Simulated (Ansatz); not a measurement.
We consider GaS (P6₃/mmc, No. 194), described by PBEsol (plane waves, PAW; Ansatz, an electronic-structure program).

Rigid layers of the crystal as relaxed at this level are moved apart or together:

```
run   k mesh  layer repeat (Å)  energy against free layers (meV/Å²)  gap on the mesh (eV)
---  -------  ----------------  -----------------------------------  --------------------
1    12×12×4             7.445                                 1.86                 1.171
2    12×12×4             7.595                                -0.08                 1.333
3    12×12×4             7.745                                -1.07                 1.488
4    12×12×2             7.945                                -1.52                 1.677
5    12×12×2             8.245                                -1.39                 1.911
6    12×12×2             8.745                                -0.78                 2.160
7    12×12×2             9.745                                -0.22                 2.368
8    12×12×2            11.745                                -0.01                 2.454
```

The lowest energy of these points lies at a layer repeat of 7.95 Å.

Spin–orbit coupling is not included.
